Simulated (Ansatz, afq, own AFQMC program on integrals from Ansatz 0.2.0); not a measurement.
**CN, doublet: AFQMC among the cluster methods**

```xyz
2

N     0.0000    0.0000    0.0000
C     0.0000    0.0000    1.4380
```

Basis 6-31G. Only valence electrons are correlated. Integrals, coupled cluster, full CI and functionals: Ansatz 0.2.0; the random walks run on the same integrals in our own AFQMC program. The CISD trial takes its coefficients from CCSD amplitudes. Released means that phaseless walkers are propagated on without the constraint, phases kept. Error bars are statistical, one sigma.

Determinant: UHF, the one that the program's search chose, which needn't be the lowest solution. The geometry is a point of a scan.

Full CI on the same integrals is exact in this basis and with this determinant's frozen core.

Cautions: strong correlation (T1 0.140, weight of the determinant 0.56, largest double 0.20); unrestricted determinant spin contaminated (⟨S²⟩ 2.14 against 0.75); CCSD(T) is in doubt: in a space of 9 electrons in 8 natural orbitals full CI lies 148 meV below it; CCSDT(Q) is in doubt: in a space of 9 electrons in 8 natural orbitals full CI lies 98 meV below it.

```
T1 diagnostic                               : 0.1399
weight of the determinant in the CISD state : 0.562
⟨S²⟩ of the determinant                     : 2.144
size of the correlated space                : 9 electrons in 16 orbitals
```

Reference: full CI, correlation energy -5.357 eV. The released energy is read at 2.40 1/Eh (meV from the phaseless value at times in 1/Eh: -30 ± 7 at 0.24, -62 ± 6 at 0.51, -95 ± 7 at 0.99, -101 ± 7 at 1.62, -98 ± 11 at 2.40). The cautions show a poor starting determinant, so the rows tell how each method copes with it here, and full CI is the sure value.

```json
{"level": "HF", "E − E(reference) (kJ/mol)": "516.9", "share of correlation (%)": "0.00"}
{"level": "MP2", "E − E(reference) (kJ/mol)": "229.4", "share of correlation (%)": "55.61"}
{"level": "CCSD", "E − E(reference) (kJ/mol)": "49.6", "share of correlation (%)": "90.40"}
{"level": "CCSD(T)", "E − E(reference) (kJ/mol)": "26.5", "share of correlation (%)": "94.88"}
{"level": "CCSDT", "E − E(reference) (kJ/mol)": "13.7", "share of correlation (%)": "97.36"}
{"level": "CCSDT(Q)", "E − E(reference) (kJ/mol)": "4.7", "share of correlation (%)": "99.09"}
{"level": "CCSDTQ", "E − E(reference) (kJ/mol)": "1.8", "share of correlation (%)": "99.65"}
{"level": "ph-AFQMC/CISD", "E − E(reference) (kJ/mol)": "7.1 ± 0.6", "share of correlation (%)": "98.63"}
{"level": "released AFQMC", "E − E(reference) (kJ/mol)": "-2.4 ± 1.1", "share of correlation (%)": "100.46"}
```

CCSDT and higher add their correlation energy to the determinant of the CCSD(T) run, since their own runs factorise the integrals more tightly (a shift of under 2 meV). A walk keeps the symmetry of its determinant, which the program's search chose and which needn't be the lowest solution, so a lower state of the same spin and another symmetry isn't excluded. Released energies are given only where the last usable release times agree within the noise; a slower fall can still hide under it.
